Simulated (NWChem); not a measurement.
System: nitrogen dioxide (NO2, doublet); SMILES [O]N=O

NWChem input:

```
start job
memory heap 200 mb stack 900 mb global 1100 mb
geometry units angstroms
  O     -1.092926     0.000000    -0.138541
  N      0.000000     0.000000     0.313987
  O      1.092926     0.000000    -0.138541
end
basis spherical
  O library def2-svp
  N library def2-svp
end
dft
  odft
  mult 2
  xc becke88 lyp
  iterations 150
end
driver
  maxiter 120
end
task dft optimize
task dft freq
```

Parts of the log:

```
             Northwest Computational Chemistry Package (NWChem) 7.3.0
             --------------------------------------------------------

 C2V symmetry detected

                             Geometry "geometry" -> ""
                             -------------------------

 Output coordinates in angstroms (scale by  1.889725989 to convert to a.u.)

  No.       Tag          Charge          X              Y              Z
 ---- ---------------- ---------- -------------- -------------- --------------
    1 O                    8.0000    -1.09292600     0.00000000    -0.13772591
    2 N                    7.0000     0.00000000     0.00000000     0.31480209
    3 O                    8.0000     1.09292600     0.00000000    -0.13772591

 Effective nuclear repulsion energy (a.u.)      65.5974495332

      Symmetry information
      --------------------

 Group name             C2v
 Group number             16
 Group order               4
 No. of unique centers     2

                                Z-matrix (autoz)
                                --------

 Units are Angstrom for bonds and degrees for angles

      Type          Name      I     J     K     L     M      Value
      ----------- --------  ----- ----- ----- ----- ----- ----------
    1 Stretch                  1     2                       1.18291
    2 Stretch                  2     3                       1.18291
    3 Bend                     1     2     3               135.01582

                           NWChem Geometry Optimization
                           ----------------------------

 maximum gradient threshold         (gmax) =   0.000450
 rms gradient threshold             (grms) =   0.000300
 maximum cartesian step threshold   (xmax) =   0.001800
 rms cartesian step threshold       (xrms) =   0.001200
 fixed trust radius                (trust) =   0.300000
 source of zmatrix                         =   autoz

          -------------------
          Energy Minimization
          -------------------

 Using diagonal initial Hessian
 Scaling for Hessian diagonals: bonds = 1.00  angles = 0.25  torsions = 0.10

          --------
          Step   0

                                 NWChem DFT Module
                                 -----------------

 Summary of "ao basis" -> "ao basis" (spherical)
 ------------------------------------------------------------------------------
       Tag                 Description            Shells   Functions and Types
 ---------------- ------------------------------  ------  ---------------------
 O                          def2-svp                 6       14   3s2p1d
 N                          def2-svp                 6       14   3s2p1d

      Symmetry analysis of basis
      --------------------------

        a1         17
        a2          5
        b1         13
        b2          7

            General Information
            -------------------
          SCF calculation type: DFT
          Wavefunction type:  spin polarized.
          No. of atoms     :     3
          No. of electrons :    23
           Alpha electrons :    12
            Beta electrons :    11
          Charge           :     0
          Spin multiplicity:     2
          Use of symmetry is: on ; symmetry adaption is: on
          Maximum number of iterations: 150
          AO basis - number of functions:    42
                     number of shells:    18
          Convergence on energy requested:  1.00D-06
          Convergence on density requested:  1.00D-05
          Convergence on gradient requested:  5.00D-04

              XC Information
              --------------
                    Becke 1988 Exchange Functional  1.000
              Lee-Yang-Parr Correlation Functional  1.000

             Grid Information
             ----------------
          Grid used for XC integration:  medium
          Radial quadrature: Mura-Knowles
          Angular quadrature: Lebedev.
          Tag              B.-S. Rad. Rad. Pts. Rad. Cut. Ang. Pts.
          ---              ---------- --------- --------- ---------
          O                   0.60       49           6.0       434
          N                   0.65       49           5.0       434
          Grid pruning is: on
          Number of quadrature shells:    98
          Spatial weights used:  Erf1

      Superposition of Atomic Density Guess
      -------------------------------------

 Sum of atomic energies:        -203.62648933

      Non-variational initial energy
      ------------------------------

 Total energy =    -204.565239
 1-e energy   =    -410.135709
 2-e energy   =     139.973020
 HOMO         =      -0.147512
 LUMO         =       0.009154

   Symmetry analysis of molecular orbitals - initial alpha
   -------------------------------------------------------

  Numbering of irreducible representations:

     1 a1          2 a2          3 b1          4 b2

  Orbital symmetries:

     1 b1          2 a1          3 a1          4 a1          5 b1
     6 a1          7 b1          8 b2          9 a1         10 a2
    11 b1         12 a1         13 b2         14 a1         15 b1
    16 a1         17 b1         18 b2         19 a1         20 a1
    21 b1         22 a2

   Symmetry analysis of molecular orbitals - initial beta
   ------------------------------------------------------

  Numbering of irreducible representations:

     1 a1          2 a2          3 b1          4 b2

  Orbital symmetries:

[...]

      ----------------------
      Optimization converged
      ----------------------

  Step       Energy      Delta E   Gmax     Grms     Xrms     Xmax
  ---- ---------------- -------- -------- -------- -------- --------
@    3    -204.91665373 -8.1D-08  0.00005  0.00004  0.00012  0.00024
                                     ok       ok       ok       ok

                                Z-matrix (autoz)
                                --------

 Units are Angstrom for bonds and degrees for angles

      Type          Name      I     J     K     L     M      Value     Gradient
      ----------- --------  ----- ----- ----- ----- ----- ---------- ----------
    1 Stretch                  1     2                       1.21206    0.00005
    2 Stretch                  2     3                       1.21206    0.00005
    3 Bend                     1     2     3               133.89471    0.00000

                         Geometry "geometry" -> "geometry"
                         ---------------------------------

 Output coordinates in angstroms (scale by  1.889725989 to convert to a.u.)

  No.       Tag          Charge          X              Y              Z
 ---- ---------------- ---------- -------------- -------------- --------------
    1 O                    8.0000    -1.11526743     0.00000000    -0.14508750
    2 N                    7.0000     0.00000000     0.00000000     0.32952527
    3 O                    8.0000     1.11526743     0.00000000    -0.14508750

 Effective nuclear repulsion energy (a.u.)      64.0821337440

      Symmetry information
      --------------------

 Group name             C2v
 Group number             16
 Group order               4
 No. of unique centers     2

                Final and change from initial internal coordinates
                --------------------------------------------------

                                Z-matrix (autoz)
                                --------

 Units are Angstrom for bonds and degrees for angles

      Type          Name      I     J     K     L     M      Value       Change
      ----------- --------  ----- ----- ----- ----- ----- ---------- ----------
    1 Stretch                  1     2                       1.21206    0.02915
    2 Stretch                  2     3                       1.21206    0.02915
    3 Bend                     1     2     3               133.89471   -1.12111

[...]

 Rotational Constants
 --------------------
 A=   7.683815 cm-1  ( 11.055049 K)
 B=   0.423672 cm-1  (  0.609557 K)
 C=   0.401533 cm-1  (  0.577703 K)

 Temperature                      =   298.15K
 frequency scaling parameter      =   1.0000

 Zero-Point correction to Energy  =    5.349 kcal/mol  (  0.008525 au)
 Thermal correction to Energy     =    7.195 kcal/mol  (  0.011467 au)
 Thermal correction to Enthalpy   =    7.788 kcal/mol  (  0.012411 au)

 Total Entropy                    =   56.046 cal/mol-K
   - Translational                =   37.386 cal/mol-K (mol. weight =  45.9929)
   - Rotational                   =   18.366 cal/mol-K (symmetry #  =        2)
   - Vibrational                  =    0.294 cal/mol-K

 Cv (constant volume heat capacity) =    6.890 cal/mol-K
   - Translational                  =    2.979 cal/mol-K
   - Rotational                     =    2.979 cal/mol-K
   - Vibrational                    =    0.931 cal/mol-K

[normal modes left out]

 ----------------------------------------------------------------------------
 Normal Eigenvalue ||           Projected Infra Red Intensities
  Mode   [cm**-1]  || [atomic units] [(debye/angs)**2] [(KM/mol)] [arbitrary]
 ------ ---------- || -------------- ----------------- ---------- -----------
    1       -0.000 ||    0.000044           0.001         0.043       0.014
    2        0.000 ||    0.000150           0.003         0.146       0.049
    3        0.000 ||    0.000686           0.016         0.669       0.225
    4        0.000 ||    0.000150           0.003         0.146       0.049
    5        0.000 ||    0.000004           0.000         0.004       0.001
    6        0.000 ||    0.000004           0.000         0.004       0.001
    7      736.841 ||    0.008063           0.186         7.860       2.642
    8     1339.610 ||    0.000433           0.010         0.423       0.142
    9     1667.323 ||    0.265137           6.117       258.469      86.876
 ----------------------------------------------------------------------------
```

Level: BLYP/def2-SVP, spin-unrestricted. In the optimisation the excess spin sits in a1 (C2v, its own frame). No stability test was run on the SCF state.
